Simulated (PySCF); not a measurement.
Species: O₃.
InChI=1S/O3/c1-3-2

Level of theory: PBE0/pcSseg-1 in PySCF (dipole) on a GFN2-xTB geometry, gas phase.

Masses are those of the commonest isotopes; rigid-rotor values at the optimised geometry. 

(1) Give the principal moments of inertia and the rotational constants in MHz.

(2) What kind of rotor is it?

(3) Give the coordinates in the principal-axis frame, origin at the centre of mass.

## Answers

(1) Ia = 4.03, Ib = 36.81, Ic = 40.84 u·Å²; 505379 MHz·u·Å²/I gives A = 125411, B = 13731, C = 12376 MHz.

(2) A near-prolate asymmetric top. Ray's parameter κ = (2B − A − C)/(A − C) = -0.976; −1 is the prolate and +1 the oblate limit.

(3) The sense of each axis is arbitrary; atoms in the order of the calculation.
```
atom  mass (u)   a (Å)   b (Å)  c (Å)
  O1    15.995  -1.073  -0.205  0.000
  O2    15.995   0.000   0.410  0.000
  O3    15.995   1.073  -0.205  0.000
```

The dipole components are |μa| = 0.00 D, |μb| = 0.60 D, |μc| = 0.00 D. The nuclei that the symmetry axis exchanges have no spin, so part of the rotational levels is missing.

No GFN2-xTB frequencies stand behind this structure, so it isn't proved a minimum. Zero-point vibration and centrifugal distortion are left out.
